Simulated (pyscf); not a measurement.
HC≡C–CH₃ (SMILES C#CC) + NH₃ (SMILES N) -> H₂C=C=CH₂ (SMILES C=C=C) + NH₃ (SMILES N) (concerted two-bond exchange; singlet surface; C–H, H–N broken, C–H, H–N formed). Structures and frequencies: ωB97X-D3(BJ)/def2-SVP in PySCF. MP2 and CC: frozen core, UHF for open shells. ΔMP2 is the change of the MP2 total energy from the triple- to the quadruple-zeta basis. Energies in eV from the separated reactants.

```tsv
level	barrier	reaction energy
r²SCAN/def2-TZVP	1.59	-0.11
B3LYP-D3(BJ)/def2-TZVP	1.76	-0.09
ωB97M-D3(BJ)/def2-TZVP	1.90	-0.01
MP2/def2-QZVPP	1.96	+0.20
CCSD/def2-TZVPP	2.19	+0.06
CCSD(T)/def2-TZVPP	…	+0.05
CCSD(T)/def2-TZVPP + ΔMP2(QZVPP)	…	…
```

**Question.** Some entries are withheld; supply them.

**Answer.** 
- CCSD(T)/def2-TZVPP, barrier: 2.02
- CCSD(T)/def2-TZVPP + ΔMP2(QZVPP), barrier: 2.03
- CCSD(T)/def2-TZVPP + ΔMP2(QZVPP), reaction energy: +0.06

Of the functionals in the table, ωB97M-D3(BJ) is closest to CCSD(T)/def2-TZVPP + ΔMP2(QZVPP) in the barrier (0.13 eV apart) and r²SCAN least close (0.44 eV); that level has limits of its own. This is the saddle that the search found; another between the same sides may lie lower. The CCSD(T) − MP2 part came from Ansatz, without density fitting, on the same reference.
